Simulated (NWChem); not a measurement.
The numbers come from NWChem runs, not from measurements. System: CH4O, charge 1, spin multiplicity 2, at the geometry of a parent with another charge or spin, in a state set for the comparison that need not be this species' ground state. Its SCF solution wasn't tested for a lower state. Level: UPBE0/def2-QZVP.

Input file:

```
start mol
memory heap 200 mb stack 800 mb global 1000 mb
charge 1
geometry units angstroms nocenter noautoz
  C      0.611192    -0.234334     0.000000
  O     -0.666493     0.363501     0.000000
  H      0.812921    -0.864429     0.901666
  H      1.361960     0.582129     0.000000
  H      0.812921    -0.864429    -0.901666
  H     -1.323011    -0.355269     0.000000
  symmetry group Cs
end
basis spherical
  * library def2-qzvp
end
dft
  xc pbe0
  odft
  mult 2
  semidirect memsize 60000000 filesize 0
  iterations 100
end
task dft energy
```

Output (cleaned and shortened):

```
             Northwest Computational Chemistry Package (NWChem) 7.3.0
             --------------------------------------------------------

                                NWChem Input Module
                                -------------------

 Scaling coordinates for geometry "geometry" by  1.889725989
 (inverse scale =  0.529177249)

 Turning off AUTOSYM since
 SYMMETRY directive was detected!

                             Geometry "geometry" -> ""
                             -------------------------

 Output coordinates in angstroms (scale by  1.889725989 to convert to a.u.)

  No.       Tag          Charge          X              Y              Z
 ---- ---------------- ---------- -------------- -------------- --------------
    1 C                    6.0000     0.61119200    -0.23433400     0.00000000
    2 O                    8.0000    -0.66649300     0.36350100     0.00000000
    3 H                    1.0000     0.81292100    -0.86442900     0.90166600
    4 H                    1.0000     1.36196000     0.58212900     0.00000000
    5 H                    1.0000     0.81292100    -0.86442900    -0.90166600
    6 H                    1.0000    -1.32301100    -0.35526900     0.00000000

 Effective nuclear repulsion energy (a.u.)      40.1127217074

            Nuclear Dipole moment (a.u.)
            ----------------------------
        X                 Y               Z
 ---------------- ---------------- ----------------
    -0.0000018897     0.0000113384     0.0000000000

      Symmetry information
      --------------------

 Group name             Cs
 Group number              2
 Group order               2
 No. of unique centers     5

      Symmetry unique atoms

     1    2    3    4    6


 Summary of "ao basis" -> "" (spherical)
 ------------------------------------------------------------------------------
       Tag                 Description            Shells   Functions and Types
 ---------------- ------------------------------  ------  ---------------------
 *                         def2-qzvp                  on all atoms

                                 NWChem DFT Module
[...]
    beta    130    132    133    134    135    136    137    138    139    140
 overlap   1.000  1.000  0.999  1.000  0.999  0.998  0.998  0.971  0.971  0.999

   alpha    141    142    143    144    145    146    147    148    149    150
    beta    141    142    143    144    145    146    147    148    149    150
 overlap   0.998  0.999  0.999  1.000  0.999  0.999  1.000  1.000  0.999  0.999

   alpha    151    152    153    154    155    156    157    158    159    160
    beta    151    152    153    154    155    156    157    158    159    160
 overlap   1.000  0.999  1.000  1.000  1.000  0.998  0.996  1.000  0.945  0.945

   alpha    161    162    163    164    165    166    167    168    169    170
    beta    161    162    163    164    165    166    167    168    169    170
 overlap   0.999  0.994  0.994  0.998  0.928  0.928  0.993  0.991  0.998  0.997

   alpha    171    172    173    174    175    176    177    178    179    180
    beta    171    172    173    174    175    176    177    178    179    180
 overlap   0.998  0.998  0.999  0.994  1.000  0.995  0.999  0.999  0.998  0.996

   alpha    181    182    183    184    185    186    187    188    189    190
    beta    181    183    182    184    185    186    187    188    189    190
 overlap   0.998  0.997  0.996  0.999  0.997  0.998  1.000  0.998  1.000  0.998

   alpha    191    192    193    194    195    196    197    198    199    200
    beta    191    192    193    194    195    196    197    199    198    200
 overlap   0.996  0.995  0.995  0.996  0.997  0.999  0.999  0.995  1.000  0.996

   alpha    201    202    203    204    205    206    207    208    209    210
    beta    201    202    203    204    205    206    207    208    209    210
 overlap   0.999  0.999  0.998  0.996  0.998  0.997  0.998  0.999  1.000  0.999

   alpha    211    212    213    214    215    216    217    218    219    220
    beta    211    212    213    214    215    216    217    218    219    220
 overlap   0.999  1.000  0.999  0.998  0.994  0.992  0.994  0.996  0.994  0.999

   alpha    221    222    223    224    225    226    227    228    229    230
    beta    221    222    223    224    225    226    227    228    229    230
 overlap   0.998  1.000  1.000  0.998  0.996  0.997  1.000  1.000  0.999  1.000

   alpha    231    232    233    234
    beta    231    232    233    234
 overlap   1.000  1.000  1.000  1.000

     --------------------------
     Expectation value of S2:
     --------------------------
      <S2> =      0.7553 (Exact =     0.7500)

 center of mass
 --------------
 x =  -0.09726328 y =   0.08782434 z =   0.00000000

 moments of inertia (a.u.)
 ------------------
          22.557900605415          20.215257065281           0.000000000000
          20.215257065281          64.662072312471           0.000000000000
           0.000000000000           0.000000000000          75.515976577347

     Multipole analysis of the density
     ---------------------------------

     L   x y z        total         alpha         beta         nuclear
     -   - - -        -----         -----         ----         -------
     0   0 0 0      1.000000     -9.000000     -8.000000     18.000000

     1   1 0 0     -0.009796      0.238407     -0.248201     -0.000002
     1   0 1 0     -0.779859     -0.448443     -0.331427      0.000011
     1   0 0 1      0.000000      0.000000      0.000000      0.000000

     2   2 0 0     -3.751229    -22.160341    -19.879881     38.288993
     2   1 1 0      0.325923      6.067922      4.757177    -10.499176
     2   1 0 1     -0.000000     -0.000000     -0.000000      0.000000
     2   0 2 0     -7.351594    -10.234091     -9.066654     11.949151
     2   0 1 1      0.000000      0.000000      0.000000      0.000000
     2   0 0 2     -7.197699     -7.293987     -5.710274      5.806562

 Task  times  cpu:      136.4s     wall:      136.4s

 Total times  cpu:      136.4s     wall:      136.4s
```
